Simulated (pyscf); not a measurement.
F–SiH₂–SiH₂• (SMILES F[SiH2][SiH2]) → [F–SiH=SiH]• (SMILES F[SiH]=[SiH]) + H₂ (SMILES [H][H]), an elimination (doublet surface; H–Si, H–Si broken, H–H formed). Optimised with ωB97X-D3(BJ)/def2-SVP in PySCF. Energies in kJ/mol from the reactant's lowest minimum found.

Small-basis levels: PySCF, no dispersion term, spherical d functions. Open shells are spin-unrestricted. 

**Question.** In single points SVWN5/6-31G* puts the saddle at 236.5 kJ/mol and the reaction energy at +180.2 kJ/mol. Should these be trusted to within a few kcal/mol? Compare with ωB97M-D3(BJ)/def2-TZVP.

**Answer.** ωB97M-D3(BJ)/def2-TZVP gives ΔE‡ = 279.3 kJ/mol and ΔE = +166.7 kJ/mol. SVWN5/6-31G* lies 42.8 kJ/mol under it in the barrier and 13.5 kJ/mol over it in the reaction energy, so on this step it does not hold to within 12.6 kJ/mol. ωB97M-D3(BJ)/def2-TZVP has limits of its own. The same reactants have a lower exit, to F–SiH•–SiH₃ (barrier +135.0 kJ/mol at ωB97M-D3(BJ)/def2-TZVP, against +279.3 kJ/mol here). This is the saddle that the search found; another between the same sides may lie lower.
